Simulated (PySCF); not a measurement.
Isomers of C7H8O. Level of theory: PBE0-D3(BJ)/def2-SVP geometry optimisation, gas phase in PySCF 2.14.0. Energies are electronic, without zero-point or thermal terms, for one conformer each. No frequencies were run at this level. Point groups hold within 0.08 Å.

Question: Order them by energy at this level, lowest first, and give relative energies in kJ/mol.
A. `[CH2:1]=[C:2]([CH3:3])[c:4]1[cH:5][cH:6][o:7][cH:8]1` with C1–C2–C4–C5 0°
B. `[CH3:1][O:2][c:3]1[cH:4][cH:5][cH:6][cH:7][cH:8]1` with C1–O2–C3–C4 180° (anisole)
C. `[CH3:1][c:2]1[cH:3][cH:4][cH:5][cH:6][c:7]1[OH:8]` with C6–C7–O8–H 180° (o-cresol)

Answer: C (0.0), B (52.4), A (131.1).

As drawn, the lowest has an O–H bond, which the highest lacks; the highest has a C=C bond outside aromatic rings, which the lowest lacks.

```csv
SMILES,E (Eh),E rel (kJ/mol),dipole (D),point group,"A, B, C (MHz)"
Cc1ccccc1O,-346.14946,0.0,1.75,Cs,"3282, 2203, 1329"
COc1ccccc1,-346.12949,52.4,1.36,Cs,"5059, 1572, 1208"
C=C(C)c1ccoc1,-346.09952,131.1,0.23,Cs,"4738, 1551, 1177"
```
